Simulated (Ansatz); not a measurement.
Results of PBEsol (plane waves, PAW; Ansatz, a first-principles code) for hcp Ru.

Settings: plane-wave cutoff 520 eV, 30×30×16 k mesh (along the axes of the cell as run), Fermi–Dirac smearing 0.062 eV (set by the program), no spin polarisation, scalar-relativistic PAW data made under PBE.

Computed at the level's own relaxed cell.

Hill averages of the elastic tensor: K = 346.8 GPa, G = 217.3 GPa. Volume 13.321 Å³/atom, mean atomic mass 101.070 u.

Q: Work out the density, the sound velocities of a polycrystal and the elastic Debye temperature, and Pugh's ratio at this level.

A: ρ = 1.66054 × 101.070/13.321 = 12.599 g/cm³. v_l = √[(K + 4G/3)/ρ] = 7.108 km/s and v_t = √(G/ρ) = 4.153 km/s. The mean follows from 3/v_m³ = 1/v_l³ + 2/v_t³: v_m = 4.606 km/s. Θ_D = (ħ/k_B) v_m (6π²/V)^(1/3) = 76.38 K Å s/km × 4.606 × 1.6443 Å⁻¹ = 578 K, counting all atoms of the cell. K/G = 1.60, to be set beside Pugh's rough bound of 1.75 between brittle and ductile metals.
